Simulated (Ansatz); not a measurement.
## [H···H···NH], triplet along the distance H1-H2

Starting geometry:

```yaml
atoms:
  - { symbol: H, position_ang: [-2.0975, 0.0594, 0.0000] }
  - { symbol: H, position_ang: [-1.3525, 0.0594, 0.0000] }
  - { symbol: N, position_ang: [0.2135, 0.0594, 0.0000] }
  - { symbol: H, position_ang: [0.4826, -0.9448, 0.0000] }
```

From there H2 is moved from one fragment to the other while all else, the fragments' distance too, stays fixed, so the hump isn't the reaction's barrier; atoms are numbered as listed. Energies are in kJ/mol, counted from the starting geometry at the same level.

Basis cc-pVDZ; Ansatz 0.2.0. Correlated methods freeze the noble-gas cores. R marks a restricted (for open shells ROHF) determinant, U an unrestricted one. Active spaces: valence = (8e, 7o) chosen from the atoms' valence shells.

For open shells CISD and CISDTQ are restricted-active-space CI with the open shells as a complete middle space. Runs in a small pair space aren't shown, since their orbitals change along the scan.

Full CI is exact within this basis and frozen core; it isn't the basis-set limit. The frozen core follows each run's orbitals, which can shift R against U totals by a few meV.

```json
{"distance H1-H2 (Å)": "0.693", "full CI": "5.7", "unpaired electrons (full CI)": "2.02", "error RMP2": "-1.6", "error RCCSD": "-0.5", "error UCCSD": "-0.5", "error CISDTQ": "0.0", "error UCCSDTQ": "0.0", "error NEVPT2 (valence space)": "0.7"}
{"distance H1-H2 (Å)": "0.745", "full CI": "0.0", "unpaired electrons (full CI)": "2.02", "error RMP2": "0.0", "error RCCSD": "0.0", "error UCCSD": "0.0", "error CISDTQ": "0.0", "error UCCSDTQ": "0.0", "error NEVPT2 (valence space)": "0.0"}
{"distance H1-H2 (Å)": "0.820", "full CI": "6.6", "unpaired electrons (full CI)": "2.03", "error RMP2": "2.9", "error RCCSD": "0.9", "error UCCSD": "0.9", "error CISDTQ": "0.1", "error UCCSDTQ": "0.0", "error NEVPT2 (valence space)": "-1.2"}
{"distance H1-H2 (Å)": "0.895", "full CI": "21.2", "unpaired electrons (full CI)": "2.03", "error RMP2": "6.7", "error RCCSD": "2.1", "error UCCSD": "2.0", "error CISDTQ": "0.2", "error UCCSDTQ": "0.0", "error NEVPT2 (valence space)": "-2.6"}
{"distance H1-H2 (Å)": "0.970", "full CI": "35.4", "unpaired electrons (full CI)": "2.04", "error RMP2": "9.6", "error RCCSD": "3.6", "error UCCSD": "3.2", "error CISDTQ": "0.3", "error UCCSDTQ": "0.0", "error NEVPT2 (valence space)": "-4.1"}
{"distance H1-H2 (Å)": "1.046", "full CI": "42.9", "unpaired electrons (full CI)": "2.04", "error RMP2": "-3.9", "error RCCSD": "4.8", "error UCCSD": "4.0", "error CISDTQ": "0.3", "error UCCSDTQ": "0.1", "error NEVPT2 (valence space)": "-5.4"}
{"distance H1-H2 (Å)": "1.121", "full CI": "41.6", "unpaired electrons (full CI)": "2.03", "error RMP2": "-4.2", "error RCCSD": "4.8", "error UCCSD": "4.0", "error CISDTQ": "0.2", "error UCCSDTQ": "0.1", "error NEVPT2 (valence space)": "-6.4"}
{"distance H1-H2 (Å)": "1.196", "full CI": "35.9", "unpaired electrons (full CI)": "2.03", "error RMP2": "-9.0", "error RCCSD": "3.6", "error UCCSD": "3.4", "error CISDTQ": "0.1", "error UCCSDTQ": "0.1", "error NEVPT2 (valence space)": "-7.0"}
{"distance H1-H2 (Å)": "1.271", "full CI": "34.4", "unpaired electrons (full CI)": "2.03", "error RMP2": "-14.2", "error RCCSD": "2.4", "error UCCSD": "2.5", "error CISDTQ": "0.1", "error UCCSDTQ": "0.1", "error NEVPT2 (valence space)": "-7.4"}
```

Unpaired electrons are Σ n²(2−n)² over natural occupations. Errors are those of relative energies. In total energy the starting point itself misses full CI by: RMP2 80.5, RCCSD 7.6, UCCSD 7.3, CISDTQ 0.5, UCCSDTQ -0.2, NEVPT2 (valence space) 69.3 kJ/mol.

Spread of the error over the points with a reference, to 1.271 Å (largest less smallest): UCCSDTQ 0.1, CISDTQ 0.3, UCCSD 4.5, RCCSD 5.3, NEVPT2 (valence space) 8.1, RMP2 23.9 kJ/mol.
